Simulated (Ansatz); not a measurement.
# C4H6O: one species, many methods

One table from this session's results is given with a row withheld; the runs are named, their logs left out.

Method: functionals in def2-TZVPP, the program's frozen cores in correlated methods; program: Ansatz 0.2.0, Gaussian basis.

The runs, in order: LDA (SPW92), PBE-D4, revPBE-D4, BLYP-D4, r2SCAN-D4, B97M-V, PBE0-D4, B3LYP-D4, r2SCANh-D4, r2SCAN0-D4, HSE06-D4, BHLYP-D4, CAM-B3LYP-D4, LC-ωPBE, ωB97X-V, ωB97M-V, B2PLYP, PBE-QIDH; CCSD(T)/def2-SVP; CCSD(T)/def2-TZVPP; MP2/def2-QZVPP; extrapolation to the limit; RPA on PBE.

## Structure used throughout

The geometry comes from an earlier relaxation with PBE0-D4 in a triple-zeta def2 set; it is a stationary point, not always the lowest conformer.

SMILES `C1=COCC1`, 11 atoms, charge 0, spin multiplicity 1.

Atoms are counted from 1 here; the program's logs count them from 0.

Bond lengths: C1–C2 1.327 Å, C1–C5 1.504 Å, C1–H6 1.079 Å, C2–O3 1.356 Å, C2–H7 1.081 Å, O3–C4 1.439 Å, C4–C5 1.535 Å, C4–H8 1.095 Å, C4–H9 1.090 Å, C5–H10 1.093 Å, C5–H11 1.096 Å. Angles: C2–C1–C5 108.3°, C2–C1–H6 125.8°, C5–C1–H6 125.8°, C1–C2–O3 115.4°, C1–C2–H7 129.8°, O3–C2–H7 114.8°, C2–O3–C4 106.3°, O3–C4–C5 106.8°, O3–C4–H8 107.5°, O3–C4–H9 107.9°, C5–C4–H8 111.4°, C5–C4–H9 114.1°, H8–C4–H9 108.9°, C1–C5–C4 100.9°, C1–C5–H10 113.5°, C1–C5–H11 111.4°, C4–C5–H10 111.5°, C4–C5–H11 112.4° and more.

The first run:

in.yaml

```yaml
crystal:
  periodic: [false, false, false]
  atoms:
    - {symbol: C, position_ang: [0.483514, 0.925887, -0.541541]}
    - {symbol: C, position_ang: [1.010627, 0.729608, 0.659909]}
    - {symbol: O, position_ang: [0.469072, -0.289439, 1.372570]}
    - {symbol: C, position_ang: [-0.424185, -0.978377, 0.478523]}
    - {symbol: C, position_ang: [-0.637418, -0.058796, -0.731589]}
    - {symbol: H, position_ang: [0.766854, 1.700931, -1.236329]}
    - {symbol: H, position_ang: [1.799163, 1.268702, 1.166834]}
    - {symbol: H, position_ang: [0.059852, -1.915790, 0.187012]}
    - {symbol: H, position_ang: [-1.336831, -1.208282, 1.028263]}
    - {symbol: H, position_ang: [-0.576083, -0.612311, -1.671595]}
    - {symbol: H, position_ang: [-1.614564, 0.437846, -0.712036]}
basis:
  gaussian: {orbitals: def2-TZVPP}
hamiltonian: {xc: lda}
output: {orbitals: {seedname: orbitals}}
```

Run with:

```
$ ansatz run in.yaml --threads 4 --pin off --events-out ev --progress --plain --max-ram 10444MiB
```

Steps of the session up to this table: LDA; PBE-D4 (GGA); revPBE-D4 (GGA); BLYP-D4 (GGA); r2SCAN-D4 (meta-GGA); B97M-V (meta-GGA); PBE0-D4 (hybrid); B3LYP-D4 (hybrid); r2SCANh-D4 (hybrid); r2SCAN0-D4 (hybrid); HSE06-D4 (hybrid); BHLYP-D4 (hybrid); CAM-B3LYP-D4 (range-separated); LC-ωPBE (range-separated); ωB97X-V (range-separated); ωB97M-V (range-separated); B2PLYP (double hybrid); PBE-QIDH (double hybrid).

One of the session's tables, all rows but one given; the rest of the session is left out.

It belongs to the step «Frontier levels by functional». 

```
  functional  HOMO (eV)  LUMO (eV)  gap (eV)
 LDA (SPW92)      -5.06      -0.40      4.66
      PBE-D4      -4.91      -0.17      4.74
   revPBE-D4      -4.85      -0.09      4.77
     BLYP-D4      -4.80      -0.07      4.73
   r2SCAN-D4      -5.10       0.09      5.19
      B97M-V      -5.17       0.11      5.29
     PBE0-D4      -6.12       0.84      6.96
    B3LYP-D4      -5.92       0.58      6.50
  r2SCANh-D4      -5.56       0.46      6.02
  r2SCAN0-D4      -6.26       1.00      7.26
    HSE06-D4      -5.72       0.46      6.18
    BHLYP-D4      -7.22       1.92      9.14
CAM-B3LYP-D4      -7.47       1.96      9.43
     LC-ωPBE      -8.77       3.17     11.94
     ωB97X-V          ?          ?         ?
     ωB97M-V      -8.37       2.87     11.24
```

**Question.** Estimate the row for ωB97X-V.

As computed: HOMO (eV): -8.44; LUMO (eV): 3.08; gap (eV): 11.52. In the column «HOMO (eV)» it lies between LC-ωPBE (-8.77) and ωB97M-V (-8.37).
